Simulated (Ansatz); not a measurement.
# BSiH2F (SMILES B[Si]F): methods side by side

BSiH2F: 5 atoms, total charge 0, spin state triplet. SMILES: `B[Si]F`. Geometry: relaxed at GFN2-xTB.

```xyz
5

B     0.2349    0.6857   -0.1241
Si   -0.8900   -0.8075   -0.2937
F    -0.5199   -2.1761    0.5589
H    -0.0003    1.6671   -0.7177
H     1.1753    0.6308    0.5765
```

Each level gives the energy change with the B1–H4 bond stretched from 1.171 to 2.342 Å (eV). The values are calculated.

```tsv
level	kind	program	value (eV)	less FCI/STO-3G
UHF/STO-3G	Hartree–Fock	Ansatz	4.72	+0.08
USVWN5/STO-3G	LDA	Ansatz	5.34	+0.70
UBLYP/STO-3G	GGA	Ansatz	4.93	+0.29
U-r2SCAN/STO-3G	meta-GGA	Ansatz	5.02	+0.38
UB3LYP/STO-3G	global hybrid	Ansatz	5.21	+0.57
UBHLYP/STO-3G	global hybrid	Ansatz	5.38	+0.74
U-wB97M-V/STO-3G	range-separated hybrid	Ansatz	5.51	+0.87
UMP2/STO-3G	perturbation theory	Ansatz	4.96	+0.32
UCCSDT(Q)/STO-3G	coupled cluster or CI	Ansatz	4.63	-0.01
FCI/STO-3G	exact in the basis	Ansatz	4.64	0.00
```

FCI/STO-3G is exact within its basis and frozen core, so for wave-function methods in that basis the difference is their error; functionals converge differently with the basis, so for them it is only a difference. The first shape isn't each level's own minimum. The values span 4.63 to 5.51 eV. Spin contamination of the reference (⟨S²⟩ at least 0.1 too high) touches UHF/STO-3G, USVWN5/STO-3G, UBLYP/STO-3G, U-r2SCAN/STO-3G, UB3LYP/STO-3G, UBHLYP/STO-3G, U-wB97M-V/STO-3G, UMP2/STO-3G, UCCSDT(Q)/STO-3G. All rows use very small basis sets, so even the best lies far from the true value.
